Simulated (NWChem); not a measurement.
hydrogen chloride (HCl); SMILES Cl

```xyz
2

Cl     0.0000     0.0000     0.0717
H      0.0000     0.0000    -1.2069
```
Atoms are numbered in this order, from 1.

Structure relaxed at the PBE0-D3(BJ)/def2-TZVP level.

Question: List the 4 lowest vertical singlet excitations from PBE0/def2-TZVP, TDA (NWChem).

Answer: 
```tsv
state	energy (eV)	oscillator strength	leading excitation (squared amplitude)
S1	7.94	0.010	HOMO → LUMO (0.99)
S2	7.94	0.010	HOMO−1 → LUMO (0.99)
S3	12.73	0.095	HOMO → LUMO+1 (0.98)
S4	12.73	0.095	HOMO−1 → LUMO+1 (0.98)
```
